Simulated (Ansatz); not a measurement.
# C2H3FN2S: the cost of one run

Computed with Ansatz 0.2.0, Gaussian basis. Level: the settings change from run to run.

**1. The geometry**

The geometry comes from an earlier relaxation with PBE0-D4 in a triple-zeta def2 set; it is a stationary point, not always the lowest conformer.

SMILES `N=CN=C(F)S`, 9 atoms, charge 0, spin multiplicity 1.

Atoms are counted from 1 here; the program's logs count them from 0.

Bond lengths: N1–C2 1.261 Å, N1–H7 1.022 Å, C2–N3 1.401 Å, C2–H8 1.091 Å, N3–C4 1.253 Å, C4–F5 1.339 Å, C4–S6 1.739 Å, S6–H9 1.342 Å. Angles: C2–N1–H7 109.6°, N1–C2–N3 123.2°, N1–C2–H8 119.0°, N3–C2–H8 117.8°, C2–N3–C4 120.8°, N3–C4–F5 124.5°, N3–C4–S6 126.1°, F5–C4–S6 109.3°, C4–S6–H9 93.2°.

**2. B97M-V/ANO-RCC-VTZP**

This run has atoms shaken by 0.15 Å, finite nuclei, high accuracy.

in.yaml

```yaml
crystal:
  periodic: [false, false, false]
  atoms:
    - {symbol: N, position_ang: [1.690908, -1.800263, 0.120812]}
    - {symbol: C, position_ang: [0.524140, -1.151506, -0.548859]}
    - {symbol: N, position_ang: [0.162255, 0.110831, 0.328270]}
    - {symbol: C, position_ang: [-0.740732, 0.713134, -0.319193]}
    - {symbol: F, position_ang: [-1.030632, 0.938832, -1.708178]}
    - {symbol: S, position_ang: [-1.582554, 1.923284, 0.359736]}
    - {symbol: H, position_ang: [1.538365, -1.474019, 1.103612]}
    - {symbol: H, position_ang: [0.541539, -0.844582, -1.426506]}
    - {symbol: H, position_ang: [-0.554041, 2.119991, 1.806521]}
basis:
  gaussian: {orbitals: ANO-RCC-VTZP, nuclear_model: gaussian}
hamiltonian: {xc: {name: B97M-V}}
accuracy: high
output: {forces: true}
```

Run with:

```sh
> ansatz run in.yaml --threads 4 --pin off --events-out ev --progress --plain --max-ram 10444MiB
```

**Question.** How long does this run take on 4 threads of Arm Neoverse V1, shared host, and how much memory does it need?

About 3.4 min, with a peak of 2 GiB.
